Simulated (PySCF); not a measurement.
**What the low excited states add to the polarisability**

C₄H₁₂P₂.
Structure used (PBE0-D3(BJ)/def2-SVP), in Å, numbered top down from 1:
```xyz
18
C4H12P2 angstrom
C      0.5567   -1.3104   -0.6046
C     -0.0495   -0.1940    0.2393
C     -1.3689   -0.6607    0.8592
C     -0.2852    1.0524   -0.6148
P      1.0441    0.3265    1.6975
P      2.9534    0.7888    0.6230
H     -0.1184   -1.5633   -1.4405
H      1.5266   -1.0159   -1.0338
H      0.7104   -2.2243   -0.0096
H     -2.0795   -0.9461    0.0649
H     -1.2237   -1.5406    1.5063
H     -1.8366    0.1319    1.4640
H     -0.6911    1.8844   -0.0175
H      0.6462    1.3961   -1.0951
H     -1.0069    0.8311   -1.4188
H      1.4735   -0.9902    2.0596
H      3.7466    0.6116    1.7982
H      2.8660    2.2027    0.8142
```

Computed, not measured: TDDFT CAM-B3LYP/def2-SVPD, vertical, gas phase, core orbitals frozen in the response (PySCF 2.14.0, density-fitted response routines).

Excitation energies and transition dipoles (atomic units, axes of the coordinates) of those of the lowest 10 singlets that add 0.02 au or more to the mean polarisability:

```csv
state,ΔE (hartree),μx,μy,μz
S1,0.2053,0.981,0.091,-0.251
S2,0.2120,-0.439,-0.201,0.438
S3,0.2248,0.187,0.218,-0.271
S4,0.2334,0.149,-0.001,0.216
S5,0.2640,-0.173,-0.331,-0.390
S6,0.2667,0.392,0.020,-0.233
S7,0.2732,0.373,0.146,0.040
S8,0.2799,0.224,-0.110,-0.090
S9,0.2847,-0.365,0.075,0.215
S10,0.2873,0.714,0.328,0.062
```

Q: What does each state add to αxx, αyy and αzz, and how do the sums compare with the full static tensor?

A: Each state adds 2 μα² / ΔE.

| state | αxx (au) | αyy (au) | αzz (au) |
| --- | --- | --- | --- |
| S1 | 9.37 | 0.08 | 0.61 |
| S2 | 1.82 | 0.38 | 1.81 |
| S3 | 0.31 | 0.42 | 0.66 |
| S4 | 0.19 | 0.00 | 0.40 |
| S5 | 0.23 | 0.83 | 1.15 |
| S6 | 1.15 | 0.00 | 0.41 |
| S7 | 1.02 | 0.16 | 0.01 |
| S8 | 0.36 | 0.09 | 0.06 |
| S9 | 0.94 | 0.04 | 0.33 |
| S10 | 3.55 | 0.75 | 0.03 |
| all 10 states | 18.9 | 2.8 | 5.5 |
| full response | 122.0 | 95.0 | 98.0 |
| share (%) | 16 | 3 | 6 |

The rest comes from the higher roots of the same response equations.

Q: Give the full tensor and its principal values.

A: In au, rows and columns x, y, z:
```
x   122.0  10.5   1.6
y    10.5  95.0   0.0
z     1.6   0.0  98.0
```
Principal values 91.4, 97.9 and 125.7 au; mean 105.0 au (15.56 Å³).

Q: By how much does the contribution of these states grow at 632.8 nm?

A: With ω = 0.0720 hartree each state's term in the mean polarisability goes from f / ΔE² to f / (ΔE² − ω²), f = (2/3) ΔE |μ|²; the sum over all 10 states goes from 9.05 to 10.03 au, a rise of 0.99 au.

A one-level model with all 38 active electrons at a single energy would need ΔE = √(N/α) = 16.4 eV to give this α, against S1 at 5.59 eV.

One conformer stands for the species.

Without π bonds the low states are Rydberg-like; a valence basis with one diffuse set may place them up to an eV too high.
